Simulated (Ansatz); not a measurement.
# HBAl⁺, singlet: the ladder up to full CI

Geometry: that of the HBAl, doublet, kept fixed.

```yaml
atoms:
  - { symbol: B, position_ang: [0.0000, -0.0920, 0.3143] }
  - { symbol: Al, position_ang: [0.0000, -0.0334, -1.8050] }
  - { symbol: H, position_ang: [0.0000, 0.1253, 1.4907] }
```

Basis 6-31G; Ansatz 0.2.0. Only valence electrons are correlated (noble-gas cores frozen), which leaves 6 electrons in 18 orbitals. Prefix R: restricted or restricted open-shell reference; prefix U: unrestricted. Active spaces: valence = (6e, 9o) chosen from the atoms' valence shells.

Full CI is exact within this basis and frozen core; it isn't the basis-set limit. The frozen core follows each run's orbitals, which can shift R against U totals by a few meV.

Unrestricted rows (U) aren't spin-pure: their determinants' ⟨S²⟩ exceeds S(S+1) by up to 0.73, so they mix in states of higher spin.

```
UHF ⟨S²⟩                          : 0.732
T1 diagnostic (RCCSD)             : 0.0307
largest doubles amplitude (RCCSD) : 0.121
```

```tsv
level	E − E(full CI) (meV)	share of correlation (%)	wall time
RHF	2523	0.00	–
UHF	2227	11.72	–
RMP2	954	62.20	–
UMP2	925	63.32	–
CISD	206	91.84	0.39 s
RCCSD	55	97.82	–
UCCSD	82	96.77	–
RCCSD(T)	19	99.26	0.33 s
UCCSD(T)	39	98.47	1.7 s
BCCD(T)	19	99.23	0.45 s
RCCSDT	5	99.80	–
UCCSDT	7	99.70	–
CISDTQ	5	99.80	0.75 s
RCCSDT(Q)	2	99.93	0.75 s
UCCSDT(Q)	3	99.88	3.7 s
RCCSDTQ	0	100.00	2.8 s
UCCSDTQ	0	99.99	19 s
CASSCF (valence space)	346	86.29	–
NEVPT2 (valence space)	102	95.94	2.7 s
MRCISD (valence space)	10	99.62	–
MRCISD+Q (valence space)	7	99.74	4 s
```

The correlation energy at full CI, counted from RHF, is -2.523 eV. That run took 1.6 s on 1 thread of Arm Neoverse V1, shared host over 336,128 determinants.

Times hold each run's SCF and search for its determinant on a shared host, so for small cases they say little of a method's own cost; they ran on 1 thread of Arm Neoverse V1.

The full-CI state has the irrep A' of Cs, in the program's axes.

Natural occupations of full CI about the gap: 1.971 1.933 1.817 0.087 0.074 0.037 0.029 0.021 0.017 0.004; effectively unpaired electrons, Σ n²(2−n)², 0.19.
